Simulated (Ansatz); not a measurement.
```yaml
crystal:
  periodic: [false, false, false]
  atoms:
    - {symbol: Al, position_ang: [-1.714957, -0.154756, -0.001795]}
    - {symbol: B, position_ang: [0.086127, 0.810488, 0.006750]}
    - {symbol: S, position_ang: [1.414036, -0.143041, -0.000765]}
basis:
  gaussian: {orbitals: def2-TZVP}
hamiltonian: {xc: pbe0}
relax: {f_tol: 0.004, max_steps: 80}
```

```sh
$ ansatz run in.yaml --threads 1 --pin off --events-out ev --progress --plain --max-ram 2176MiB
```

Steps of the relaxation (energy above the last step; positions in Å, forces in eV/Å):

```
3
step 1, 333.7 meV
Al   -1.715   -0.155   -0.002   -1.209   -0.478   -0.004
B     0.086    0.810    0.007    1.159    0.282    0.003
S     1.414   -0.143   -0.001    0.050    0.195    0.002
```

```
3
step 2, 244.5 meV
Al   -1.794   -0.150   -0.002   -0.528   -0.088   -0.001
B     0.108    0.783    0.007    0.552   -0.166   -0.001
S     1.471   -0.119   -0.001   -0.024    0.254    0.002
```

```
3
step 3, 156.9 meV
Al   -1.983   -0.101   -0.001    0.211    0.224    0.002
B     0.128    0.645    0.005    0.776   -0.874   -0.007
S     1.640   -0.030    0.000   -0.987    0.650    0.005
```

```
3
step 9, 0.0 meV
Al   -2.096    0.090    0.000    0.000    0.000    0.000
B     0.133    0.179    0.002    0.000    0.000    0.000
S     1.749    0.243    0.003    0.000    0.000    0.000
```

Close pairs at the end: B2–S3 1.617 Å, Al1–B2 2.231 Å.

A stationary point of restricted PBE0 after 9 steps (its stability towards spin polarisation wasn't tested); no frequencies were run, so it isn't proven a minimum. 23 s on 1 thread of Arm Neoverse V2, shared host.
